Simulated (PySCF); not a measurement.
**Basis-set dependence of excited states**

Compound: C6H6.
Geometry (PBE0-D3(BJ)/def2-SVP, Å), atoms numbered from 1 in this order:
```xyz
12
C6H6 angstrom
C     -0.799    1.143    0.037
C     -1.389   -0.118   -0.053
C     -0.590   -1.261   -0.090
C      0.799   -1.143   -0.037
C      1.389    0.118    0.053
C      0.590    1.261    0.090
H     -1.425    2.038    0.066
H     -2.477   -0.211   -0.095
H     -1.052   -2.249   -0.161
H      1.425   -2.038   -0.066
H      2.477    0.211    0.095
H      1.052    2.249    0.161
```

TDDFT with PBE0 (PySCF), vertical singlets, core orbitals frozen in the response, spherical d and f functions. Geometry: PBE0-D3(BJ)/def2-SVP; no solvent, vibrations or thermal averaging.

```json
{"basis": "6-31+G*", "functions": "120", "diffuse": "yes", "S1 (eV)": "5.52", "S2 (eV)": "6.20", "S3 (eV)": "6.64", "S4 (eV)": "6.64", "S5 (eV)": "7.10", "LUMO (eV)": "-0.19", "α (au)": "64.9"}
{"basis": "def2-SVPD", "functions": "168", "diffuse": "yes", "S1 (eV)": "5.51", "S2 (eV)": "6.22", "S3 (eV)": "7.18", "S4 (eV)": "7.18", "S5 (eV)": "7.21", "LUMO (eV)": "-0.27", "α (au)": "67.0"}
{"basis": "aug-cc-pVDZ", "functions": "192", "diffuse": "yes", "S1 (eV)": "5.47", "S2 (eV)": "6.14", "S3 (eV)": "6.29", "S4 (eV)": "6.29", "S5 (eV)": "6.82", "LUMO (eV)": "-0.28", "α (au)": "69.2"}
{"basis": "def2-TZVPD", "functions": "276", "diffuse": "yes", "S1 (eV)": "5.48", "S2 (eV)": "6.15", "S3 (eV)": "6.62", "S4 (eV)": "6.62", "S5 (eV)": "7.09", "LUMO (eV)": "-0.28", "α (au)": "68.9"}
```

How much do these states and the polarisability depend on the basis?

Against def2-TZVPD the other sets differ by up to 0.04 eV in S1, 0.07 eV in S2, 0.55 eV in S3, 0.55 eV in S4, 0.27 eV in S5. Against def2-TZVPD the polarisability deviates by -6% in 6-31+G*, -3% in def2-SVPD, 0% in aug-cc-pVDZ. A single + in a Pople set puts diffuse functions on heavy atoms only.
